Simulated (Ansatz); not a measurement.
A made-up structure of SiH$_{5}$S$_{2}$ (charge +1), singlet:

```
8
angstrom
S -2.1108 0.4714 -0.3582
Si 0.8491 -1.3688 0.1829
S -0.0666 0.7606 -0.1122
H -2.0109 0.2077 -1.6765
H 0.6623 1.1296 -1.1994
H 0.2364 1.3562 1.0723
H 2.1126 -1.0021 0.7172
H 0.2741 -1.6298 1.4549
```

It is relaxed with PBE-D4/def2-SVP and then PBE0-D4/def2-TZVP (Ansatz 0.2.0). Atoms count as bonded within 1.22 times the sum of their covalent radii (H–H: 0.88 Å). The end point is not checked to be a true minimum.

(1) Does its bonding change? (Judge from chemistry; the calculation decides.)

## Answers

(1) The calculation gives: No: no bond forms or breaks.

Where it ends: The first stage lowers the energy by 1.75 eV in 15 steps. It ends as SiH₅S₂ ([SiH2][SH2][SH]), total charge +1:
```tsv
atom	x (Å)	y (Å)	z (Å)
S1	-1.9119	0.8999	-0.6409
Si2	0.7761	-1.5857	0.0231
S3	0.0140	0.5735	0.0032
H4	-1.9286	-0.3077	-1.2473
H5	0.8248	1.2612	-0.8419
H6	-0.0117	1.5458	0.9695
H7	2.0212	-0.7981	0.4144
H8	0.1624	-1.6641	1.4010
```

Labels in which every atom is bracketed show which atoms are joined, not bond orders.

For scale, one of the runs: PBE0-D4/def2-TZVP relaxation, 141 basis functions, launched by `ansatz run in.yaml --threads 2 --pin off --events-out ev --progress --plain --max-ram 4352MiB`. The run took about 41 s on 2 CPU threads of an Arm Neoverse V1 (shared host).
